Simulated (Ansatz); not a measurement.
# SiC6: short dynamics, then relaxation

A packing of 14 atoms, thrown in at random and pushed apart as soft spheres with like charges further apart (12 C, 2 Si) went through Langevin stages in a fixed cell of 10.28 Å³/atom, at one k point, without spin and with a Fermi–Dirac width of kT (0.05 eV at least). Computed with Ansatz, DFT PBE, scalar-relativistic, plane waves, PAW.

```tsv
thermostat (K)	duration (fs)	friction (1/fs)	cutoff (eV)	mean T (K)	mean P (GPa)	mean square displacement (Å²)
4000	48	0.030	320	6534	16.5	1.25
4000	500	0.030	420	4003	5.0	4.70
2880	500	0.030	420	2581	-2.2	1.23
1600	500	0.030	420	1532	-3.1	0.28
300	500	0.030	420	323	-5.9	0.08
```

Means run over the second half of a stage; pressure includes the kinetic part; displacements count from the stage's start, the atoms' common shift taken off.

Cell and atoms were then relaxed on coarser meshes and computed once more: Cutoff 420 eV; k points 6×7×7 on the computed 14-atom cell (Γ-centred); Gaussian smearing, width 0.10 eV; no spin polarisation.

Question: What structure is left?

Answer: One draw of many: 9.83 Å³/atom with no gap on the mesh, 0.63 eV/atom above the elements' standard states (static lattices, no corrections for gases) (a random packing after short dynamics, relaxed).

Counting as bonded all pairs within 1.2 times the summed covalent radii:

| atom → neighbour | mean count | mean length (Å) | spread (Å) |
| --- | --- | --- | --- |
| C → C | 2.50 | 1.46 | 0.06 |
| C → Si | 0.67 | 1.90 | 0.08 |
| Si → C | 4.00 | 1.90 | 0.08 |

Angles between all pairs of such bonds at an atom (mean ± spread): 116 ± 13° at C, 108 ± 13° at Si.

```
CELL_PARAMETERS angstrom
5.35562 -0.01275 0.50817
-0.00091 4.93196 -0.12066
0.51677 -0.12902 5.26247
ATOMIC_POSITIONS crystal
Si 0.49720 0.07327 0.66676
Si 0.13852 0.71360 0.04185
C 0.78317 0.93567 0.45106
C 0.65207 0.82229 0.02719
C 0.39010 0.26250 0.07139
C 0.40852 0.95698 0.02069
C 0.73220 0.59209 0.85518
C 0.00588 0.90277 0.58105
C 0.00802 0.61980 0.70080
C 0.82803 0.87519 0.19112
C 0.17251 0.11319 0.58728
C 0.12111 0.39143 0.50568
C 0.21576 0.43604 0.24692
C 0.57099 0.36855 0.85858
```

Cost: 6 runs of about 16 core-minutes in all (earlier runs that led there not counted), on Arm Neoverse V2 (shared hosts).